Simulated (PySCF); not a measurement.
Stepwise substitution at one centre (Si F-H). Gas-phase values, no solvent. Strings in code marks are SMILES. All members: neutral, multiplicity 1. Level: TPSSh-D3(BJ)/def2-TZVP // PBE0-D3(BJ)/def2-TZVP (PySCF), beside PBE-D3(BJ)/def2-TZVP // PBE0-D3(BJ)/def2-TZVP (PySCF) at the same geometries.  Orbital energies are measured against the vacuum level.

```csv
species,"HOMO, PBE (eV)","HOMO, TPSSh-D3(BJ) (eV)"
`F[Si](F)(F)F`,-10.59,withheld
`F[SiH](F)F`,-9.55,-10.43
`[SiH4]`,-8.51,-9.29
`F[SiH2]F`,-8.36,-9.22
`F[SiH3]`,-8.30,-9.13
```

**Question.** Fit y = a + b·x, y being the HOMO at the first level, to the 4 complete rows by least squares, with x = the PBE value in eV. Give a, b and the rms residual, and predict the withheld value.

**Answer.** Means of the 4 rows: x̄ = -8.68, ȳ = -9.5175 eV. Σ(x − x̄)² = 1.0326 and Σ(x − x̄)(y − ȳ) = 1.075, so b = 1.041 and a = ȳ − b·x̄ = -0.482 eV. The rms residual is 0.031 eV. At x = -10.59 the line gives -11.51 eV, outside the range of the fitted rows. The run for `F[Si](F)(F)F` gave -11.59 eV, so the line is off by 0.08 eV, more than twice the rms residual.

Codes: PySCF.
